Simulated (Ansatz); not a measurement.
## AlO (SMILES [O]=[Al]): the energy, rung by rung

AlO: 2 atoms, total charge 0, spin state doublet. As SMILES, `[O]=[Al]`. Geometry: a GFN2-xTB relaxation, a rough one for these elements and not checked as a minimum.

```
atom   x (Å)   y (Å)   z (Å)
   O  0.0000  0.0000  0.0000
  Al  0.0000  0.0000  1.5700
```

Quantity: the energy change with the O1–Al2 bond stretched from 1.570 to 1.963 Å, in eV. The values are calculated.

| level | kind | program | value (eV) |
| --- | --- | --- | --- |
| UBLYP/6-31G | GGA | Ansatz | 0.24 |
| UPBE/6-31G | GGA | Ansatz | 0.30 |
| U-r2SCAN0/6-31G | hybrid meta-GGA | Ansatz | 0.03 |
| UB3LYP/6-31G | global hybrid | Ansatz | 0.09 |
| UPBE0/6-31G | global hybrid | Ansatz | 0.06 |
| UHSE06/6-31G | range-separated hybrid | Ansatz | 0.07 |
| RPA@PBE/6-31G | RPA | Ansatz | -0.05 |
| UCCSD(T)/6-31G | coupled cluster or CI | Ansatz | -0.02 |

The first shape isn't each level's own minimum. The values span -0.05 to 0.30 eV. Spin contamination of the reference (⟨S²⟩ at least 0.1 too high) touches UCCSD(T)/6-31G. The coupled-cluster rows rest on a doubtful reference here (large T1 or Brueckner and Hartree–Fock orbitals at odds), and rows may lie in different states. All rows use very small basis sets, so none should be taken for the real molecule's value.
